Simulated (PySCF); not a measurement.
# AlH3S (SMILES [AlH2][SH]) at 6 levels

Aim: a comparison of 6 runs (HF/STO-3G, B3LYP/6-31G*, B2PLYP/cc-pVDZ, PBE0/aug-cc-pVDZ, TPSSh/cc-pVTZ, MP2/6-31G**) of AlH3S. The job is set up through a Python script.

The calculation is run with PySCF 2.14.0.

## (1) The structure to begin with

AlH3S has 5 atoms, charge 0, and is taken as a singlet. As SMILES, `[AlH2][SH]`. Geometry: relaxed at PBE0-D4/def2-TZVP.

Bond lengths: Al1–S2 2.181 Å, Al1–H3 1.579 Å, Al1–H4 1.581 Å, S2–H5 1.344 Å. Angles: Al1–S2–H5 93.7°, S2–Al1–H3 116.5°, S2–Al1–H4 118.9°, H3–Al1–H4 124.6°.

## (2) Energy and forces at HF/STO-3G (run 1)

File calc.py:

```python
# [AlH2][SH]
from pyscf import gto

system = gto.M(
    atom=[
    ('Al', (-0.616100, -0.064200, -0.181700)),
    ('S', (1.129100, -0.343100, 1.096600)),
    ('H', (-1.981700, -0.650100, 0.351100)),
    ('H', (-0.441100, 0.696000, -1.556400)),
    ('H', (1.959700, 0.287800, 0.249000)),
],
    basis='sto-3g',
    max_memory=1860,
    verbose=4,
)

myscf = system.RHF()
myscf.conv_tol = 1e-10
myscf.kernel()
if not myscf.converged:
    myscf = myscf.newton().run(myscf.mo_coeff, myscf.mo_occ)

e_tot = myscf.e_tot
print('E(%s) = %.9f' % ('HF', e_tot))
grad = myscf.nuc_grad_method().kernel()
myscf.analyze()
```

Run with:

```
$ OMP_NUM_THREADS=1 python calc.py
```

Standard output:

```text
PySCF version 2.14.0

[INPUT] num. atoms = 5
[INPUT] num. electrons = 32
[INPUT] charge = 0
[INPUT] spin (= nelec alpha-beta = 2S) = 0
[INPUT] symmetry False subgroup None
[INPUT] Mole.unit = angstrom
[INPUT] Symbol           X                Y                Z      unit          X                Y                Z       unit  Magmom
[INPUT]  1 Al    -0.616100000000  -0.064200000000  -0.181700000000 AA   -1.164260265345  -0.121320417197  -0.343363236833 Bohr   0.0
[INPUT]  2 S      1.129100000000  -0.343100000000   1.096600000000 AA    2.133689767246  -0.648365033338   2.072273668198 Bohr   0.0
[INPUT]  3 H     -1.981700000000  -0.650100000000   0.351100000000 AA   -3.744870261051  -1.228510953580   0.663482842335 Bohr   0.0
[INPUT]  4 H     -0.441100000000   0.696000000000  -1.556400000000 AA   -0.833558193546   1.315249382697  -2.941169740273 Bohr   0.0
[INPUT]  5 H      1.959700000000   0.287800000000   0.249000000000 AA    3.703296286310   0.543863178650   0.470541805017 Bohr   0.0

[... 56 lines left out ...]
Total Energy =                        -633.945389504444734
[... 1 line left out ...]
One-electron Energy =                -1031.768770818453277
[... 1 line left out ...]
Two-electron Coulomb Energy =          368.622182691028968
[... 3 lines left out ...]
MO #1   energy= -90.6469461574439  occ= 2
[... 1 line left out ...]
MO #3   energy= -8.56377609932292  occ= 2
[... 1 line left out ...]
MO #5   energy= -6.19371594840529  occ= 2
[... 1 line left out ...]
MO #7   energy= -4.73923854871035  occ= 2
[... 1 line left out ...]
MO #9   energy= -2.96655575698078  occ= 2
[... 1 line left out ...]
MO #11  energy= -0.841050004681584 occ= 2
MO #12  energy= -0.497368744840819 occ= 2
MO #13  energy= -0.418674939208757 occ= 2
MO #14  energy= -0.349904485612631 occ= 2
MO #15  energy= -0.283936935838455 occ= 2
MO #16  energy= -0.245114056138602 occ= 2
MO #17  energy= 0.316299487758087  occ= 0
MO #18  energy= 0.398032666504417  occ= 0
MO #19  energy= 0.520373669549382  occ= 0
MO #20  energy= 0.594899548998523  occ= 0
MO #21  energy= 0.69616458900849   occ= 0
 ** Mulliken pop on meta-lowdin orthogonal AOs  **
 ** Mulliken pop  **
pop of  0 Al 1s           2.00000
pop of  0 Al 2s           2.00000
pop of  0 Al 3s           1.01835
pop of  0 Al 2px          1.99847
pop of  0 Al 2py          1.99878
pop of  0 Al 2pz          1.99851
pop of  0 Al 3px          0.58873
pop of  0 Al 3py          0.22644
pop of  0 Al 3pz          0.51719
pop of  1 S 1s            2.00000
pop of  1 S 2s            1.99969
pop of  1 S 3s            1.79380
pop of  1 S 2px           1.99928
pop of  1 S 2py           1.99977
pop of  1 S 2pz           1.99945
pop of  1 S 3px           1.16829
pop of  1 S 3py           1.72645
pop of  1 S 3pz           1.44794
pop of  2 H 1s            1.22477
pop of  3 H 1s            1.22381
pop of  4 H 1s            1.07029
 ** Mulliken atomic charges  **
charge of    0Al =      0.65353
charge of    1S =     -0.13467
charge of    2H =     -0.22477
charge of    3H =     -0.22381
charge of    4H =     -0.07029
Dipole moment(X, Y, Z, Debye): -0.74299,  0.47817, -1.22903
```

Wall time 1.1 s (1 thread of Intel Xeon at 2.70GHz, shared host); peak memory 0.12 GiB.

## (3) Energy and forces at B3LYP/6-31G(d) (spherical functions) (run 2)

File mol.xyz:

```xyz
5

Al    -0.616100    -0.064200    -0.181700
S      1.129100    -0.343100     1.096600
H     -1.981700    -0.650100     0.351100
H     -0.441100     0.696000    -1.556400
H      1.959700     0.287800     0.249000
```

File run.py:

```python
import pyscf.grad
from pyscf import gto, dft

mol = gto.M(
    atom='mol.xyz',
    verbose=4,
    basis='6-31g*',
    max_memory=1860,
)

mf = dft.RKS(mol, xc='b3lyp')
mf.conv_tol = 1e-10
mf.grids.level = 5
mf.kernel()
if not mf.converged:
    mf = mf.newton().run(mf.mo_coeff, mf.mo_occ)

e_final = mf.e_tot
print('E = %.10f Eh' % e_final)
grad = mf.Gradients().kernel()
mf.analyze()
```

Run with:

```
$ OMP_NUM_THREADS=1 python run.py
```

Standard output:

```text
PySCF version 2.14.0

[INPUT] num. atoms = 5
[INPUT] num. electrons = 32
[INPUT] charge = 0
[INPUT] spin (= nelec alpha-beta = 2S) = 0
[INPUT] symmetry False subgroup None
[INPUT] Mole.unit = angstrom
[INPUT] Symbol           X                Y                Z      unit          X                Y                Z       unit  Magmom
[INPUT]  1 Al    -0.616100000000  -0.064200000000  -0.181700000000 AA   -1.164260265345  -0.121320417197  -0.343363236833 Bohr   0.0
[INPUT]  2 S      1.129100000000  -0.343100000000   1.096600000000 AA    2.133689767246  -0.648365033338   2.072273668198 Bohr   0.0
[INPUT]  3 H     -1.981700000000  -0.650100000000   0.351100000000 AA   -3.744870261051  -1.228510953580   0.663482842335 Bohr   0.0
[INPUT]  4 H     -0.441100000000   0.696000000000  -1.556400000000 AA   -0.833558193546   1.315249382697  -2.941169740273 Bohr   0.0
[INPUT]  5 H      1.959700000000   0.287800000000   0.249000000000 AA    3.703296286310   0.543863178650   0.470541805017 Bohr   0.0

[... 75 lines left out ...]
One-electron Energy =                -1035.904523462341331
[... 6 lines left out ...]
MO #2   energy= -56.0549202609846  occ= 2
[... 4 lines left out ...]
MO #7   energy= -4.15341274196692  occ= 2
[... 4 lines left out ...]
MO #12  energy= -0.43810502328236  occ= 2
[... 4 lines left out ...]
MO #17  energy= -0.0583038721014491 occ= 0
[... 4 lines left out ...]
MO #22  energy= 0.123865635678876  occ= 0
[... 4 lines left out ...]
MO #27  energy= 0.382523081943961  occ= 0
[... 4 lines left out ...]
MO #32  energy= 0.554508477675554  occ= 0
[... 4 lines left out ...]
MO #37  energy= 0.826277061216658  occ= 0
[... 4 lines left out ...]
MO #42  energy= 1.20685305302597   occ= 0
[... 11 lines left out ...]
pop of  0 Al 3pz          0.57347
pop of  0 Al 4px          0.01344
pop of  0 Al 4py          0.00359
pop of  0 Al 4pz          0.01194
pop of  0 Al 3dxy         0.00559
pop of  0 Al 3dyz         0.00428
pop of  0 Al 3dz^2        0.00551
pop of  0 Al 3dxz         0.00827
pop of  0 Al 3dx2-y2      0.00402
pop of  1 S 1s            2.00000
pop of  1 S 2s            1.99984
pop of  1 S 3s            1.70104
pop of  1 S 4s            0.00329
pop of  1 S 2px           1.99988
pop of  1 S 2py           1.99992
pop of  1 S 2pz           1.99990
pop of  1 S 3px           1.31961
pop of  1 S 3py           1.67213
pop of  1 S 3pz           1.56304
pop of  1 S 4px           0.01023
pop of  1 S 4py           0.00257
pop of  1 S 4pz           0.00269
pop of  1 S 3dxy          0.00288
pop of  1 S 3dyz          0.00490
pop of  1 S 3dz^2         0.00196
pop of  1 S 3dxz          0.00858
pop of  1 S 3dx2-y2       0.00127
pop of  2 H 1s            1.12318
pop of  2 H 2s            0.00072
pop of  3 H 1s            1.12743
pop of  3 H 2s            0.00094
pop of  4 H 1s            0.89550
pop of  4 H 2s            0.00705
 ** Mulliken atomic charges  **
charge of    0Al =      0.44857
charge of    1S =     -0.29375
charge of    2H =     -0.12390
charge of    3H =     -0.12837
charge of    4H =      0.09744
Dipole moment(X, Y, Z, Debye): -0.09676,  0.57179, -1.13125
```

Run time: 14 s. Hardware: 1 thread of Intel Xeon at 2.70GHz, shared host; peak memory 0.46 GiB.

Runs 3 to 4 aren't shown in full; the table further down has their settings and results.

## (4) Energy and forces at TPSSh/cc-pVTZ (run 5)

File job.py:

```python
# [AlH2][SH]
import pyscf.grad
from pyscf import gto, dft

mol = gto.Mole()
mol.atom = '''
Al    -0.616100    -0.064200    -0.181700
S      1.129100    -0.343100     1.096600
H     -1.981700    -0.650100     0.351100
H     -0.441100     0.696000    -1.556400
H      1.959700     0.287800     0.249000
'''
mol.spin = 0
mol.max_memory = 1860
mol.basis = 'cc-pvtz'
mol.verbose = 4
mol.charge = 0
mol.build()

mf = dft.RKS(mol)
mf.xc = 'tpssh'
mf.grids.level = 5
mf.conv_tol = 1e-10
mf.kernel()
if not mf.converged:
    mf = mf.newton().run(mf.mo_coeff, mf.mo_occ)

e_final = mf.e_tot
print(f'total energy: {e_final:.8f} hartree')
grad = mf.Gradients().kernel()
mf.analyze()
```

Run with:

```
$ OMP_NUM_THREADS=1 python job.py
```

Standard output:

```text
PySCF version 2.14.0

[INPUT] num. atoms = 5
[INPUT] num. electrons = 32
[INPUT] charge = 0
[INPUT] spin (= nelec alpha-beta = 2S) = 0
[INPUT] symmetry False subgroup None
[INPUT] Mole.unit = angstrom
[INPUT] Symbol           X                Y                Z      unit          X                Y                Z       unit  Magmom
[INPUT]  1 Al    -0.616100000000  -0.064200000000  -0.181700000000 AA   -1.164260265345  -0.121320417197  -0.343363236833 Bohr   0.0
[INPUT]  2 S      1.129100000000  -0.343100000000   1.096600000000 AA    2.133689767246  -0.648365033338   2.072273668198 Bohr   0.0
[INPUT]  3 H     -1.981700000000  -0.650100000000   0.351100000000 AA   -3.744870261051  -1.228510953580   0.663482842335 Bohr   0.0
[INPUT]  4 H     -0.441100000000   0.696000000000  -1.556400000000 AA   -0.833558193546   1.315249382697  -2.941169740273 Bohr   0.0
[INPUT]  5 H      1.959700000000   0.287800000000   0.249000000000 AA    3.703296286310   0.543863178650   0.470541805017 Bohr   0.0

[... 79 lines left out ...]
DFT Exchange-Correlation Energy =      -45.492030269567401
[... 11 lines left out ...]
MO #10  energy= -2.63306284501403  occ= 2
[... 9 lines left out ...]
MO #20  energy= 0.0410561961190945 occ= 0
[... 9 lines left out ...]
MO #30  energy= 0.284788844755236  occ= 0
[... 9 lines left out ...]
MO #40  energy= 0.492997637718831  occ= 0
[... 9 lines left out ...]
MO #50  energy= 0.844863184283085  occ= 0
[... 9 lines left out ...]
MO #60  energy= 1.22807308701933   occ= 0
[... 9 lines left out ...]
MO #70  energy= 1.79861397281501   occ= 0
[... 9 lines left out ...]
MO #80  energy= 2.28168290032151   occ= 0
[... 9 lines left out ...]
MO #90  energy= 3.40199429194421   occ= 0
[... 9 lines left out ...]
MO #100 energy= 3.99374048801798   occ= 0
[... 9 lines left out ...]
MO #110 energy= 5.54819719906853   occ= 0
[... 79 lines left out ...]
pop of  2 H 3dxy          0.00010
pop of  2 H 3dyz          0.00001
pop of  2 H 3dz^2         0.00005
pop of  2 H 3dxz          0.00010
pop of  2 H 3dx2-y2       0.00008
pop of  3 H 1s            1.13794
pop of  3 H 2s            0.00138
pop of  3 H 3s            0.00111
pop of  3 H 2px           0.00037
pop of  3 H 2py           0.00120
pop of  3 H 2pz           0.00375
pop of  3 H 3px           0.00009
pop of  3 H 3py           0.00002
pop of  3 H 3pz           0.00002
pop of  3 H 3dxy          0.00001
pop of  3 H 3dyz          0.00016
pop of  3 H 3dz^2         0.00013
pop of  3 H 3dxz          0.00003
pop of  3 H 3dx2-y2       0.00002
pop of  4 H 1s            0.87473
pop of  4 H 2s            0.00743
pop of  4 H 3s            0.00134
pop of  4 H 2px           0.00238
pop of  4 H 2py           0.00195
pop of  4 H 2pz           0.00190
pop of  4 H 3px           0.00004
pop of  4 H 3py           0.00009
pop of  4 H 3pz           0.00026
pop of  4 H 3dxy          0.00016
pop of  4 H 3dyz          0.00016
pop of  4 H 3dz^2         0.00001
pop of  4 H 3dxz          0.00022
pop of  4 H 3dx2-y2       0.00005
 ** Mulliken atomic charges  **
charge of    0Al =      0.50025
charge of    1S =     -0.32117
charge of    2H =     -0.14215
charge of    3H =     -0.14622
charge of    4H =      0.10929
Dipole moment(X, Y, Z, Debye): -0.01708,  0.43681, -0.83979
```

It took 44 s on 1 thread of Intel Xeon at 2.70GHz, shared host; peak memory 1.1 GiB.

## (5) Energy and forces at MP2/6-31G(d,p) (spherical functions) (run 6)

File job.py:

```python
from pyscf import gto, scf, mp

molecule = gto.Mole()
molecule.atom = [
    ('Al', (-0.616100, -0.064200, -0.181700)),
    ('S', (1.129100, -0.343100, 1.096600)),
    ('H', (-1.981700, -0.650100, 0.351100)),
    ('H', (-0.441100, 0.696000, -1.556400)),
    ('H', (1.959700, 0.287800, 0.249000)),
]
molecule.basis = '6-31g**'
molecule.charge = 0
molecule.verbose = 3
molecule.spin = 0
molecule.max_memory = 1860
molecule.build()

mf = scf.RHF(molecule)
mf.conv_tol = 1e-10
mf.kernel()
if not mf.converged:
    mf = mf.newton().run(mf.mo_coeff, mf.mo_occ)

pt = mp.MP2(mf, frozen=10).run()
energy = pt.e_tot
print('Final energy', energy)
grad = pt.nuc_grad_method().kernel()
mf.analyze()
```

Run with:

```
$ OMP_NUM_THREADS=1 python job.py
```

Standard output:

```text
converged SCF energy = -641.19368783918
E(RMP2) = -641.382169086141  E_corr = -0.188481246960836
E(SCS-RMP2) = -641.388971383277  E_corr = -0.195283544096688
Final energy -641.3821690861413
--------------- RMP2 gradients ---------------
         x                y                z
0 Al     0.0017417981     0.0003172656     0.0001490561
1 S    -0.0032249133    -0.0032899800     0.0048913623
2 H    -0.0017818486    -0.0008994327     0.0009492260
3 H     0.0000966084     0.0009698274    -0.0018110748
4 H     0.0031683554     0.0029023197    -0.0041785695
----------------------------------------------
**** MO energy ****
MO #1   energy= -91.9269572206347  occ= 2
MO #2   energy= -58.484747015102   occ= 2
MO #3   energy= -8.94565159670315  occ= 2
MO #4   energy= -6.62764315310394  occ= 2
MO #5   energy= -6.62617222110414  occ= 2
MO #6   energy= -6.62496211836988  occ= 2
MO #7   energy= -4.91135126043936  occ= 2
MO #8   energy= -3.22613535906289  occ= 2
MO #9   energy= -3.22387573438298  occ= 2
MO #10  energy= -3.22278416540668  occ= 2
MO #11  energy= -0.955766480006428 occ= 2
MO #12  energy= -0.578632942502651 occ= 2
MO #13  energy= -0.531713905879345 occ= 2
MO #14  energy= -0.443303248914827 occ= 2
MO #15  energy= -0.423922092531355 occ= 2
MO #16  energy= -0.38446804293728  occ= 2
MO #17  energy= 0.0447026650100915 occ= 0
MO #18  energy= 0.107617825625577  occ= 0
MO #19  energy= 0.150166772636322  occ= 0
MO #20  energy= 0.17295271267807   occ= 0
MO #21  energy= 0.183965957907897  occ= 0
MO #22  energy= 0.259358724162444  occ= 0
MO #23  energy= 0.305796738640022  occ= 0
MO #24  energy= 0.351246573284542  occ= 0
MO #25  energy= 0.362122254787255  occ= 0
MO #26  energy= 0.482091360132712  occ= 0
MO #27  energy= 0.555596718713371  occ= 0
MO #28  energy= 0.57000917638462   occ= 0
MO #29  energy= 0.623087819305485  occ= 0
MO #30  energy= 0.623308530533048  occ= 0
MO #31  energy= 0.64963961536672   occ= 0
MO #32  energy= 0.739942207055913  occ= 0
MO #33  energy= 0.748626098730489  occ= 0
MO #34  energy= 0.823132924396107  occ= 0
MO #35  energy= 0.983099110599537  occ= 0
MO #36  energy= 1.01006699496959   occ= 0
MO #37  energy= 1.07561711638065   occ= 0
MO #38  energy= 1.148214996301     occ= 0
MO #39  energy= 1.24219115114632   occ= 0
MO #40  energy= 1.36350422262869   occ= 0
MO #41  energy= 1.39857852456227   occ= 0
MO #42  energy= 1.49820982546657   occ= 0
MO #43  energy= 2.38123692376117   occ= 0
MO #44  energy= 2.39175339649115   occ= 0
MO #45  energy= 2.39650096486494   occ= 0
MO #46  energy= 2.40028671211115   occ= 0
MO #47  energy= 2.44601772412316   occ= 0
MO #48  energy= 2.48530105983121   occ= 0
MO #49  energy= 2.86650594839705   occ= 0
MO #50  energy= 2.97201069129745   occ= 0
MO #51  energy= 3.07979104244271   occ= 0
 ** Mulliken atomic charges  **
charge of    0Al =      0.57402
charge of    1S =     -0.33355
charge of    2H =     -0.15951
charge of    3H =     -0.16280
charge of    4H =      0.08184
Dipole moment(X, Y, Z, Debye): -0.43520,  0.62839, -1.38384
```

It took 6.3 s on 1 thread of Intel Xeon at 2.70GHz, shared host; peak memory 0.2 GiB.

## (6) All runs side by side

| run | level | integration grid | task | energy (Eh) | dipole moment (D) of the reference | HOMO energy (eV) | LUMO energy (eV) | wall time |
| --- | --- | --- | --- | --- | --- | --- | --- | --- |
| 1 | HF/STO-3G | – | gradient | -633.945390 | 1.51 | -6.67 | 8.61 | 1.1 s |
| 2 | B3LYP/6-31G* (spherical functions) | 5 | gradient | -642.449522 | 1.27 | -7.51 | -1.59 | 14 s |
| 3 | B2PLYP/cc-pVDZ | 5 | energy | -642.180806 | 1.12 | -8.70 | -0.33 | 10 s |
| 4 | PBE0/aug-cc-pVDZ | 5 | gradient | -642.193261 | 1.00 | -7.88 | -1.49 | 23 s |
| 5 | TPSSh/cc-pVTZ | 5 | gradient | -642.515435 | 0.95 | -7.23 | -1.70 | 44 s |
| 6 | MP2/6-31G** (spherical functions) | – | gradient | -641.382169 | 1.58 | -10.46 | 1.22 | 6.3 s |

## (7) What came out

| quantity | value |
| --- | --- |
| run 6: total energy | -641.38217 Eh |
| run 6: dipole moment (Hartree–Fock density) | 1.58 D |
| run 6: HOMO energy (Hartree–Fock orbitals) | -10.46 eV |
| run 6: LUMO energy (Hartree–Fock orbitals) | 1.22 eV |
| run 6: HOMO–LUMO gap (Hartree–Fock orbitals) | 11.68 eV |
| run 6: correlation energy (10 core orbitals frozen) | -188.5 mEh |
| run 6: largest force on an atom | 0.346 eV/Å |

In words: Over runs 1, 2, 3, 4, 5 the dipole moment (its size) runs from 0.95 D (TPSSh/cc-pVTZ) to 1.51 D (HF/STO-3G). The two ends differ in method and basis. Over runs 1, 2, 3, 4, 5 the HOMO–LUMO gap runs from 5.53 eV (TPSSh/cc-pVTZ) to 15.28 eV (HF/STO-3G). Totals of different functionals can't be ranked against each other. In run 1 the basis is minimal, so the values are rough. All runs together took 100 s, the longest 44 s.
